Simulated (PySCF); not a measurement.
# Dipole moment and polarisability of `p12p3p1p23`

Species: P4.
Cartesian coordinates in Å at the GFN2-xTB level; atoms count from 1:
```
atom  x, y, z in Å
P1     1.223   -0.174   -0.525
P2    -0.466    1.202   -0.363
P3    -0.817   -0.952   -0.464
P4     0.070   -0.072    1.328
```

Level: B3LYP/def2-SVPD (PySCF), static field, nuclei fixed, core orbitals frozen in the response. The polarisability tensor in these axes (au):

```
x   87.45  0.00  0.00
y    0.00 87.46  0.01
z    0.00  0.01 87.45
```

Q: Give the principal values, the mean and the anisotropy Δα = √{½[(α1 − α2)² + (α2 − α3)² + (α1 − α3)²]}.

A: Principal values 87.45, 87.45 and 87.46 au; mean 87.45 au = 12.96 Å³ = 14.42 × 10⁻⁴⁰ C²·m²/J; Δα = 0.01 au (0 % of the mean). Point group Td makes the tensor isotropic, so any spread comes from the grid or from a geometry that is symmetric only within 0.08 Å.

Q: What is the dipole moment?

A: 0.00 D; point group Td allows none.

Q: Estimate the molar refractivity from the static electronic polarisability.

A: Lorentz–Lorenz: R = (4π/3)N_A α = 2.5225 cm³/(mol·Å³) × 12.96 Å³ = 32.7 cm³/mol, in the limit of long wavelengths.

Q: In TDDFT the mean static polarisability is Σ f/ω² over all singlet excitations (ω in hartree). How much of it do the 8 lowest give? Their energies (eV) and oscillator strengths: 5.30, 0.0000; 5.30, 0.0000; 5.30, 0.0000; 5.54, 0.0000; 5.55, 0.0000; 5.55, 0.0000; 5.67, 0.0074; 5.67, 0.0076.

A: They add up to 0.34 au, 0.4 % of the 87.45 au; the largest single term is 0.17 au, from the state at 5.67 eV. Terms in order: 0.00, 0.00, 0.00, 0.00, 0.00, 0.00, 0.17, 0.17 au. Higher excitations give the rest. The strengths listed sum to 0.015.

Q: What would n − 1 = 2πNα be for an ideal gas of these molecules at 400 K and 1 atm, electronic part alone?

A: N = p/kT = 1.8347 × 10¹⁹ cm⁻³, so n − 1 = 2π × N × 12.96 × 10⁻²⁴ cm³ = 1494 × 10⁻⁶ at long wavelengths.

Isolated species at its GFN2-xTB geometry, gas phase.
